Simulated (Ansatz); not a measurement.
## Rutile MnF2

Level of theory: HSE06 in Ansatz (plane waves, PAW).

Numerical settings: plane-wave cutoff 460 eV, 6×6×8 k mesh (along the axes of the cell as run), Fermi–Dirac smearing 0.01 eV, spin-polarised with opposed moments, scalar-relativistic PAW data made under PBE.

Cell (measured lattice):

```cif
data_F4Mn2
_chemical_formula_sum 'Mn2 F4'
_space_group_name_H-M_alt 'P 1'
_space_group_IT_number 1
_cell_length_a 4.87380
_cell_length_b 4.87380
_cell_length_c 3.31070
_cell_angle_alpha 90.000
_cell_angle_beta 90.000
_cell_angle_gamma 90.000
loop_
_space_group_symop_operation_xyz
  'x, y, z'
loop_
_atom_site_label
_atom_site_type_symbol
_atom_site_fract_x
_atom_site_fract_y
_atom_site_fract_z
_atom_site_occupancy
Mn1 Mn 0.00000 0.00000 0.00000 1
Mn2 Mn 0.50000 0.50000 0.50000 1
F1 F 0.30390 0.30390 0.00000 1
F2 F 0.80390 0.19610 0.50000 1
F3 F 0.19610 0.80390 0.50000 1
F4 F 0.69610 0.69610 0.00000 1
```
Starting moments (μB, in the order of the record's atoms Mn Mn F F F F): 5.0 -5.0 0.0 0.0 0.0 0.0.

For rutile MnF2, the band gap is 4.84 eV (on the SCF k mesh) (indirect). The smallest direct gap on the k points sampled is 4.87 eV and the magnetic moment (largest site, within a sphere) is 4.26 μB.

Measured, for comparison: band gap 9.9 eV (temperature not stated, no zero-point or thermal correction, the source doubts the polymorph; as tabulated in Das and Bazhirov (2019), arXiv:1808.05325). Computed (rounded) less measured: band gap not scored (a reference that its source doubts or gives as a wide range).

Note: cell and atoms aren't relaxed at this level (largest force component 0.03 eV/Å, pressure 0.9 GPa).

Moments are spin moments.

Static lattice: no zero-point or thermal effects.

Ansatz is a first-principles code.
